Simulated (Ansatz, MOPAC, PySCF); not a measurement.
**Diamond, equilibrium lattice constant a**

Reference value: 3.553 Å (measured, static lattice: zero-point anharmonic expansion removed, our sources range from 3.543 to 3.555; as tabulated in Mejia-Rodriguez and Trickey (2018), arXiv:1807.09216).

| level (code) | value (Å) | error (%) |
|---|---|---|
| MNDO semi-empirical Hartree-Fock (MOPAC) | 3.633 | +2.25 |
| PBE (Ansatz) | 3.572 | +0.53 |
| PBE-D3(BJ) (Ansatz) | 3.557 | +0.11 |
| r²SCAN (Ansatz) | 3.560 | +0.20 |
| MP2 (PySCF) | 3.537 ± 0.02 | -0.45 |

Once the reference is moved by up to 0.28 % (a margin picked here for doubts on the reference and the settings) and values within 0.10 % count as equal, the nearest can be PBE-D3(BJ) (+0.11 %), r²SCAN (+0.20 %) or MP2 (-0.45 %). Farthest off among them: MNDO semi-empirical Hartree-Fock (MOPAC) (+2.25 %). Within 1 %: PBE, PBE-D3(BJ), r²SCAN, MP2.

A ± on a computed value is a rough bar: the spread of its extrapolation, a floor set from checks against published values, or a statistical error. MNDO semi-empirical Hartree-Fock (MOPAC): the method was fitted mainly to molecules. MNDO semi-empirical Hartree-Fock (MOPAC): the run uses a supercell at the zone centre in place of a k mesh. Cutoffs and k meshes differ between the levels. Ansatz's density-functional and Hartree–Fock values are scalar-relativistic unless marked +SOC, with PAW data made under PBE.

Differences are worked out from the printed values.

Ansatz is a program for electronic structure.
